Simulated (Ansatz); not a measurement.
Results of r²SCAN (PAW; Ansatz, an electronic-structure program) for diamond-structure Si.

Settings: plane-wave cutoff 560 eV, 12×12×12 k mesh, Fermi–Dirac smearing 0.01 eV, scalar-relativistic PAW data made under PBE.

Results at a series of volumes:

```tsv
V (Å³/atom)	E − E_lowest (meV/atom)
18.960	24.47
19.363	10.50
19.767	2.54
20.170	0.00
20.573	2.35
20.977	9.11
21.380	19.82
```

Q: Estimate the bulk modulus and its pressure derivative from these points.

A: V0 = 20.171 Å³/atom, B0 = 96.9 GPa, B′ = 4.2 (fit to the energies at full precision).

Measured, for comparison: bulk modulus 101 GPa (0 K value with zero-point phonon effects removed; as tabulated in Sun et al. (2011), doi:10.1103/physrevb.84.035117); equilibrium volume per atom 19.91 Å³/atom (static lattice: zero-point anharmonic expansion removed; as tabulated in Mejia-Rodriguez and Trickey (2018), arXiv:1807.09216). Computed (rounded) less measured: bulk modulus -4 %, equilibrium volume per atom +1.3 %.
